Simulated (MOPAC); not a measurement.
MOPAC input (PM6):

```
PM6 1SCF UHF MS=0.5 GEO-OK AUX(PRECISION=9) THREADS=1
C3H7O

O     0.02055575 1    1.37954633 1   -0.01097938 1
C    -0.01134845 1    0.01890589 1    0.22432295 1
H     0.91976598 1    1.70434922 1    0.11067332 1
C    -1.34682762 1   -0.56808966 1   -0.05151891 1
C     1.23987973 1   -0.74032850 1   -0.04973274 1
H    -1.55796574 1   -0.61643837 1   -1.13244864 1
H     1.46139415 1   -0.79556071 1   -1.12918124 1
H    -2.13554147 1    0.03305249 1    0.40408140 1
H     2.10665427 1   -0.27840017 1    0.43425102 1
H    -1.41082895 1   -1.58326961 1    0.34158965 1
H     1.16185374 1   -1.76302978 1    0.32044181 1
```

Output:

```
 *******************************************************************************
 **                                                                           **
 **                              MOPAC v23.2.5                                **
 **                                                                           **
 *******************************************************************************
 ** MOPAC's Digital Object Identifier: https://doi.org/10.5281/zenodo.6511958 **
 **                                                                           **
 ** Please cite the open-source release paper for use of this MOPAC version:  **
 ** J. E. Moussa and J. J. P. Stewart (2026)                                  **
 ** MOPAC: An open-source semiempirical molecular orbital program             **
 ** J. Open Source Softw., 11(119), 8025, https://doi.org/10.21105/joss.08025 **
 *******************************************************************************

                              PM6 CALCULATION RESULTS

 *******************************************************************************
 *  PM6        - The PM6 Hamiltonian to be used
 *  GEO-OK     - OVERRIDE INTERATOMIC DISTANCE AND OTHER SAFETY CHECKS
 *  UHF        - UNRESTRICTED HARTREE-FOCK CALCULATION
 *  MS=        - IN MECI, MAGNETIC COMPONENT OF SPIN =  0.5
 *  1SCF       - DO 1 SCF AND THEN STOP
 *  AUX        - OUTPUT AUXILIARY INFORMATION
 *******************************************************************************
PM6 1SCF UHF MS=0.5 GEO-OK AUX(PRECISION=9) THREADS=1
 C3H7O

   ATOM   CHEMICAL          X               Y               Z
  NUMBER   SYMBOL      (ANGSTROMS)     (ANGSTROMS)     (ANGSTROMS)

     1       O          0.02055575  *   1.37954633  *  -0.01097938  *
     2       C         -0.01134845  *   0.01890589  *   0.22432295  *
     3       H          0.91976598  *   1.70434922  *   0.11067332  *
     4       C         -1.34682762  *  -0.56808966  *  -0.05151891  *
     5       C          1.23987973  *  -0.74032850  *  -0.04973274  *
     6       H         -1.55796574  *  -0.61643837  *  -1.13244864  *
     7       H          1.46139415  *  -0.79556071  *  -1.12918124  *
     8       H         -2.13554147  *   0.03305249  *   0.40408140  *
     9       H          2.10665427  *  -0.27840017  *   0.43425102  *
    10       H         -1.41082895  *  -1.58326961  *   0.34158965  *
    11       H          1.16185374  *  -1.76302978  *   0.32044181  *

          CARTESIAN COORDINATES

    NO.       ATOM           X           Y           Z

     1         O          0.0206      1.3795     -0.0110
     2         C         -0.0113      0.0189      0.2243
     3         H          0.9198      1.7043      0.1107
     4         C         -1.3468     -0.5681     -0.0515
     5         C          1.2399     -0.7403     -0.0497
     6         H         -1.5580     -0.6164     -1.1324
     7         H          1.4614     -0.7956     -1.1292
     8         H         -2.1355      0.0331      0.4041
     9         H          2.1067     -0.2784      0.4343
    10         H         -1.4108     -1.5833      0.3416
    11         H          1.1619     -1.7630      0.3204

 General Reference for PM6:
 "Optimization of Parameters for Semiempirical Methods V: Modification of NDDO Approximations
 and Application to 70 Elements", J. J. P. Stewart, J. Mol. Mod., 13, 1173-1213 (2007)
 URL: https://link.springer.com/article/10.1007/s00894-007-0233-4

           Empirical Formula: C3 H7 O  =    11 atoms

      MOLECULAR POINT GROUP   :   C1

          UHF CALCULATION, NO. OF ALPHA ELECTRONS =   13
                           NO. OF BETA  ELECTRONS =   12

 -------------------------------------------------------------------------------
 PM6 1SCF UHF MS=0.5 GEO-OK AUX(PRECISION=9) THREADS=1
 C3H7O

     1SCF WAS SPECIFIED, SO BFGS WAS NOT USED
     SCF FIELD WAS ACHIEVED

                              PM6 CALCULATION
                                                       MOPAC v23.2.5 Linux

          FINAL HEAT OF FORMATION =        -43.36215 KCAL/MOL =    -181.42725 KJ/MOL

          COSMO AREA              =        104.32 SQUARE ANGSTROMS
          COSMO VOLUME            =         88.42 CUBIC ANGSTROMS

          IONIZATION POTENTIAL    =          8.148836 EV
          ALPHA SOMO LUMO (EV)    =         -8.149  3.023
          BETA  SOMO LUMO (EV)    =        -11.667  1.484
          NO. OF ALPHA ELECTRONS  =         13
          NO. OF BETA  ELECTRONS  =         12
          MOLECULAR WEIGHT        =         59.0877         POINT GROUP:  C1

          MOLECULAR DIMENSIONS (Angstroms)

            Atom       Atom       Distance
            H     9    H     8     4.25372
            H    10    H     3     3.45818
            H     8    H     7     1.59516

          SCF CALCULATIONS        =          1

   ATOM   CHEMICAL          X               Y               Z
  NUMBER   SYMBOL      (ANGSTROMS)     (ANGSTROMS)     (ANGSTROMS)

     1       O          0.02055575  *   1.37954633  *  -0.01097938  *
     2       C         -0.01134845  *   0.01890589  *   0.22432295  *
     3       H          0.91976598  *   1.70434922  *   0.11067332  *
     4       C         -1.34682762  *  -0.56808966  *  -0.05151891  *
     5       C          1.23987973  *  -0.74032850  *  -0.04973274  *
     6       H         -1.55796574  *  -0.61643837  *  -1.13244864  *
     7       H          1.46139415  *  -0.79556071  *  -1.12918124  *
     8       H         -2.13554147  *   0.03305249  *   0.40408140  *
     9       H          2.10665427  *  -0.27840017  *   0.43425102  *
    10       H         -1.41082895  *  -1.58326961  *   0.34158965  *
    11       H          1.16185374  *  -1.76302978  *   0.32044181  *

                             CARTESIAN COORDINATES

   1    O        0.020555750     1.379546330    -0.010979380
   2    C       -0.011348450     0.018905890     0.224322950
   3    H        0.919765980     1.704349220     0.110673320
   4    C       -1.346827620    -0.568089660    -0.051518910
   5    C        1.239879730    -0.740328500    -0.049732740
   6    H       -1.557965740    -0.616438370    -1.132448640
   7    H        1.461394150    -0.795560710    -1.129181240
   8    H       -2.135541470     0.033052490     0.404081400
   9    H        2.106654270    -0.278400170     0.434251020
  10    H       -1.410828950    -1.583269610     0.341589650
  11    H        1.161853740    -1.763029780     0.320441810

           Empirical Formula: C3 H7 O  =    11 atoms

      MOLECULAR POINT GROUP   :   C1

          ALPHA EIGENVALUES
 -30.66308 -27.20537 -25.01109 -20.48657 -17.25252 -15.50667 -15.42313 -13.74248
 -13.46638 -13.17937 -12.71150 -12.07022  -8.14884   3.02327   4.13658   4.24594
   5.42625   5.53444   5.68698   5.74535   5.91440   6.48989   6.82331

           BETA EIGENVALUES
 -30.24298 -27.01240 -24.92700 -20.23330 -16.97348 -15.33021 -14.91295 -13.59272
 -13.42035 -13.03559 -12.28461 -11.66669   1.48407   3.42388   4.41622   4.52931
   5.51093   5.58033   5.79061   5.83971   6.00815   6.52472   6.87407

              NET ATOMIC CHARGES AND DIPOLE CONTRIBUTIONS

  ATOM NO.   TYPE          CHARGE      No. of ELECS.   s-Pop       p-Pop
    1          O          -0.473912        6.4739     1.80128     4.67263
    2          C           0.186066        3.8139     1.13537     2.67857
    3          H           0.309774        0.6902     0.69023
    4          C          -0.493387        4.4934     1.07992     3.41347
    5          C          -0.544582        4.5446     1.08827     3.45631
    6          H           0.168147        0.8319     0.83185
    7          H           0.171245        0.8288     0.82876
    8          H           0.175546        0.8245     0.82445
    9          H           0.162532        0.8375     0.83747
   10          H           0.163891        0.8361     0.83611
   11          H           0.174680        0.8253     0.82532
 DIPOLE           X         Y         Z       TOTAL
 POINT-CHG.     0.912    -1.372     0.016     1.648
 HYBRID         0.409     0.212    -0.479     0.664
 SUM            1.321    -1.159    -0.462     1.817

          ATOMIC ORBITAL ELECTRON POPULATIONS

     Atom    s        px        py        pz
    1  O   1.80128   1.46057   1.35968   1.85238
    2  C   1.13537   0.89069   0.73271   1.05517
    3  H   0.69023
    4  C   1.07992   1.08243   1.15662   1.17442
    5  C   1.08827   1.10884   1.16955   1.17792
    6  H   0.83185
    7  H   0.82876
    8  H   0.82445
    9  H   0.83747
   10  H   0.83611
   11  H   0.82532

                    (SZ)    =    0.500000
                    (S**2)  =    0.752510

          ATOMIC ORBITAL SPIN POPULATIONS

    Atom   Total    s     px     py     pz
         Atomic
    1  O  0.1189  0.004  0.004 -0.010  0.121
    2  C  0.8637  0.078  0.027  0.014  0.745
    3  H -0.0082 -0.008
    4  C -0.0242 -0.003 -0.014 -0.004 -0.004
    5  C -0.0202 -0.002 -0.010 -0.004 -0.004
    6  H  0.0274  0.027
    7  H  0.0266  0.027
    8  H  0.0054  0.005
    9  H  0.0056  0.006
   10  H  0.0026  0.003
   11  H  0.0022  0.002

 **********************
 *                    *
 * JOB ENDED NORMALLY *
 *                    *
 **********************

 == MOPAC DONE ==
```
